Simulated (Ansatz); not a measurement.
# How methods differ on SiH2F2 (SMILES [H][Si]([H])(F)F)

SiH2F2 has 5 atoms, charge 0, and is taken as a singlet. SMILES: `[H][Si]([H])(F)F`. Geometry: relaxed at GFN2-xTB.

```xyz
5

Si   -0.0914    0.0006   -0.0643
F     0.0092   -0.0188    1.5265
F     1.4360    0.0106   -0.5197
H    -0.6801    1.2578   -0.4555
H    -0.6737   -1.2502   -0.4869
```

Each level gives the energy change with the Si1–F2 bond stretched from 1.594 to 3.985 Å (eV). The values are calculated.

```
                      level                    kind  program  value (eV)  less FCI/STO-3G  CPU time (all runs)
     HF/STO-3G (restricted)            Hartree–Fock   Ansatz       10.98            +6.73               0.26 s
  SVWN5/STO-3G (restricted)                     LDA   Ansatz        7.17            +2.92                1.7 s
 revPBE/STO-3G (restricted)                     GGA   Ansatz        6.47            +2.22                  3 s
r2SCAN0/STO-3G (restricted)         hybrid meta-GGA   Ansatz        8.14            +3.89                8.1 s
  HSE06/STO-3G (restricted)  range-separated hybrid   Ansatz        7.76            +3.51                3.5 s
wB97M-V/STO-3G (restricted)  range-separated hybrid   Ansatz        8.82            +4.57                 51 s
 B2PLYP/STO-3G (restricted)           double hybrid   Ansatz        5.62            +1.37                4.2 s
    MP2/STO-3G (restricted)     perturbation theory   Ansatz        4.50            +0.25               0.43 s
   CCSD/STO-3G (restricted)   coupled cluster or CI   Ansatz        4.48            +0.23               0.56 s
                 FCI/STO-3G      exact in the basis   Ansatz        4.25             0.00                 12 s
```

FCI/STO-3G is exact within its basis and frozen core, so for wave-function methods in that basis the difference is their error; functionals converge differently with the basis, so for them it is only a difference. Spin-restricted single references rise too steeply as a bond breaks, Hartree–Fock most of all. Perturbation and coupled-cluster corrections on them can overshoot downwards. The first shape isn't each level's own minimum. The values span 4.25 to 10.98 eV. All rows use very small basis sets, so even the best lies far from the true value. CPU times are rough (shared hosts, several kinds of processor): they show what a rung costs within a factor of a few.
